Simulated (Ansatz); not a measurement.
All values below come from frozen-core CCSD(T)/cc-pVTZ // PBE-D3(BJ)/def2-SVP run with Ansatz (an electronic-structure program).

Ansatz 0.2 input:
```yaml
crystal:
  periodic: [false, false, false]
  atoms:
    - { symbol: C, position_ang: [1.138049, 0.259512, 0.064244] }
    - { symbol: O, position_ang: [0.009269, 0.322395, -0.768444] }
    - { symbol: C, position_ang: [-1.136852, -0.217879, -0.163481] }
    - { symbol: H, position_ang: [1.99199, 0.702918, -0.484606] }
    - { symbol: H, position_ang: [1.404147, -0.791738, 0.34167] }
    - { symbol: H, position_ang: [0.996291, 0.82966, 1.016996] }
    - { symbol: H, position_ang: [-1.417619, 0.323098, 0.775357] }
    - { symbol: H, position_ang: [-1.009765, -1.298301, 0.10003] }
    - { symbol: H, position_ang: [-1.97551, -0.129668, -0.881766] }
basis:
  gaussian: { orbitals: cc-pVTZ }
correlation:
  method: ccsd_t
```

Output:

```
Functional definition: HF
989 factors; integrals over basis functions are off by at most 8.4e-4 eV
mean field evaluation 1: about -4192.1684 eV, gradient 2.6e1 eV
mean field evaluation 2: about -4192.1700 eV, gradient 2.6e1 eV
mean field evaluation 4: about -4193.8707 eV, gradient 4.0e0 eV
mean field evaluation 8: about -4193.9046 eV, gradient 7.3e-5 eV
mean field evaluation 16: about -4193.9034 eV, gradient 5.9e-1 eV
mean field -4193.90458724 eV, -154.1231508505 hartree, gradient 7.7e-7 eV, S^2 0.000000; 0 other end points of the search recorded, 0 dependent functions left out
3 core orbitals not correlated
reference -4193.90458724 eV, -154.1231508505 hartree; 10, 10 occupied and 161, 161 virtual orbitals, 989 factors
second order -16.30470706 eV of doubles, -0.00000000 eV of singles
cycle   1  -16.65396119 eV  change   -3.5e-1 eV  update   7.9e-2
cycle   2  -17.05258047 eV  change   -4.0e-1 eV  update   2.2e-2
cycle   3  -17.13042123 eV  change   -7.8e-2 eV  update   1.0e-2
cycle   4  -17.12570288 eV  change    4.7e-3 eV  update   2.1e-3
cycle   5  -17.12613408 eV  change   -4.3e-4 eV  update   8.8e-4
cycle   6  -17.12656459 eV  change   -4.3e-4 eV  update   2.5e-4
cycle   7  -17.12644470 eV  change    1.2e-4 eV  update   9.4e-5
cycle   8  -17.12642744 eV  change    1.7e-5 eV  update   3.0e-5
cycle   9  -17.12643411 eV  change   -6.7e-6 eV  update   8.4e-6
perturbative correction -0.61593861 eV, -0.0226353263 hartree
Total energy: -4211.64695996 eV, -154.7751710216 hartree
```

Cost: very roughly 19 core-seconds.
